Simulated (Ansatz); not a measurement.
# LiMg− (triplet): wave-function methods side by side at distance Li1–Mg2 = 4.667 Å, aug-cc-pVTZ

An exercise on one series of results from a longer session: the logs are not shown, and one member is left open.

Program: Ansatz 0.2.0, Gaussian basis. Level of theory: aug-cc-pVTZ, core rule «outside noble gas», up to 6 orbitals frozen. These are calculated values, not measurements.

Plan: UHF; CCSD(T) on ROHF; CCSD(T) on UHF; BCCD(T) on ROHF; CCSDT(Q) on ROHF; CCSDT(Q) on UHF; Full CI.

38 further runs of the same task are left out: 21 for a known fault of the program, 10 that didn't finish, 7 set aside as unsound or not needed.

## The system

The geometry derives from a PBE0/def2-TZVPD stationary point (not a proven minimum). One bond is set to the value named and the two fragments are kept rigid.

2 atoms, charge -1, spin multiplicity 3.

Atoms are counted from 1 here; the program's logs count them from 0.

No contacts short enough for the rule that draws bonds.

Set-up of the first run:

Input file in.yaml:

```yaml
crystal:
  periodic: [false, false, false]
  atoms:
    - {symbol: Li, position_ang: [0.000000, 0.000000, 0.000000]}
    - {symbol: Mg, position_ang: [0.000000, 0.000000, 4.667000]}
basis:
  gaussian: {orbitals: aug-cc-pVTZ}
total_charge: -1
magnetization: {spin_polarized: true, initial_magnetization: 2}
hamiltonian: {xc: hf}
output: {orbitals: {seedname: orbitals}}
```

Started as:

```
$ ansatz run in.yaml --threads 1 --pin off --events-out ev --progress --plain --max-ram 2393MiB
```

Among the steps run: UHF; CCSD(T) on ROHF; CCSD(T) on UHF; BCCD(T) on ROHF; CCSDT(Q) on ROHF; CCSDT(Q) on UHF; Full CI.

One table of the session follows, with a row left open; its other results are not shown here.

```
   method  from FCI (meV)
     ROHF         +1295.7
      UHF         +1244.5
     RMP2          +429.2
     UMP2          +426.0
    RCCSD               ?
    UCCSD           +56.4
 RCCSD(T)           +19.6
 UCCSD(T)           +18.2
  BCCD(T)           +18.4
   RCCSDT            +1.2
   UCCSDT            +0.7
RCCSDT(Q)            +0.4
UCCSDT(Q)             0.0
      FCI               0
```

Estimate the missing values for RCCSD.

**Answer.** from FCI (meV): +60.6. In the column «from FCI (meV)» it lies between UCCSD (+56.4) and UMP2 (+426.0).

To keep in mind: Levels on UHF freeze UHF's core orbitals, full CI those of ROHF, so the U rows can settle a little off it for that reason alone. Restricted and unrestricted rows rest on different reference determinants; where their highest levels disagree by more than a few hundredths of an eV, they describe different states and don't form one ladder.
